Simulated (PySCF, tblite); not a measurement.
**CH₃FSi, a cluster model of a defect: structure**

What structure should one expect for `F[C][SiH3]`? It is drawn as: twofold C.

Programs: tblite 0.8.0 and PySCF 2.14.0. All values are calculated, for the isolated system unless a continuum is named. Atoms count from 0, parts from 1.

3 further runs of the same task are left out: 3 for a known fault of the program.

### 1 The system as given

6 atoms, charge 0, multiplicity 1; geometry: distance geometry start.

### 2 Geometry optimisation with GFN2-xTB

Job settings and geometry (Å):

```
{"job": {"kind": "relax", "xc": "GFN2-xTB", "basis": "xTB"}, "charge": 0, "multiplicity": 1}
C      0.745227    -0.705049    -0.578581
Si    -1.058958    -0.428619    -0.558226
F      1.976924    -1.144260    -0.564542
H     -1.717586    -1.588301    -0.113588
H     -1.344421     0.652279     0.351692
H     -1.527794    -0.066710    -1.865262
```

With the program's defaults for keys left out, this is: GFN2-xTB geometry optimisation, gas phase.

Started as:

```bash
$ OMP_NUM_THREADS=1 python cluster_run.py task.json out
```

The driver reads the jobs from task.json and runs them one after another.

**Question.** The jobs that follow are: PBE0-D3(BJ)/def2-SVP geometry optimisation, gas phase. Predict: point group; rotational constants (main isotopes).

**Answer**, as computed:

| quantity | value |
| --- | --- |
| point group | C1 |
| rotational constants (main isotopes) | 39.06, 5.09, 4.76 GHz |

In words: The optimisation took 5 steps and gained 0.098 eV; among the close pairs (by a distance rule), Si1–H3 changed most, from 1.441 to 1.498 Å (PBE0/def2-SVP). No frequency check was run at this level, so the end point may be a saddle.
